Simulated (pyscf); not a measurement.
Thermochemistry of product channels of `[CH3][SnH3]` + `[NH3]` on the singlet surface, in eV, from ωB97M-D3(BJ)/def2-TZVP energies (ideal gas, 1 atm, RRHO with modes under 100 cm⁻¹ raised to 100, one conformer, R ln 2 for chiral ones without a mode under 150 cm⁻¹). Structures and frequencies: ωB97X-D3(BJ)/def2-SVP in PySCF.

```tsv
products	ΔE	ΔH(298 K)	ΔG(298 K)	ΔG(900 K)
`[CH4]` + `[NH2][SnH3]`	-0.13	-0.15	-0.15	-0.14
`[CH3][SnH2][NH2]` + `[H][H]`	+0.33	+0.21	+0.24	+0.24
```

These are energies of the channels, which say nothing of barriers. Elements past Kr carry the def2 core potentials, without spin-orbit coupling.
